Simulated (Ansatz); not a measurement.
Born–Oppenheimer molecular dynamics of H4NSi (6 atoms, charge 0, multiplicity 2). It goes on from the last frame of an earlier run, with new velocities.

The calculation used UKS BHLYP/def2-SVP in Ansatz.

```json
{"ensemble": "NVT, Langevin thermostat", "time step": "1 fs", "steps asked": "150", "set temperature": "300 K", "friction": "0.005 /fs", "temperature schedule": "37 steps to 300 K, then 113 steps to 10 K", "seed": "968806"}
```

First frame:

```xyz
6
Properties=species:S:1:pos:R:3
N 0.510 -0.772 0.902
Si -0.366 0.244 -0.248
H 0.651 -1.762 0.633
H -1.569 -0.608 -0.457
H 0.132 0.318 -1.738
H -0.740 1.561 0.184
```

Q: How far do the bonds stretch over the last three quarters of this one trajectory? (Pairs bonded in most of those frames.)

A: 
```csv
bond,mean (Å),spread (Å),shortest,longest
N1–Si2,1.756,0.021,1.72,1.79
N1–H3,1.021,0.015,0.99,1.05
Si2–H4,1.491,0.051,1.41,1.58
Si2–H5,1.489,0.061,1.39,1.59
Si2–H6,1.485,0.029,1.44,1.54
```

Mean temperature of the second half: 236 K. The schedule's set-point averaged 106 K over the second half and the system 236 K, so it lags behind the ramp. A run of 0.15 ps of so small a system gives no equilibrium averages.

Time of the run: 4 min on 1 thread of Intel(R) Xeon(R) Platinum 8375C CPU @ 2.90GHz (Ice Lake) (shared host), peak memory 0.15 GiB.
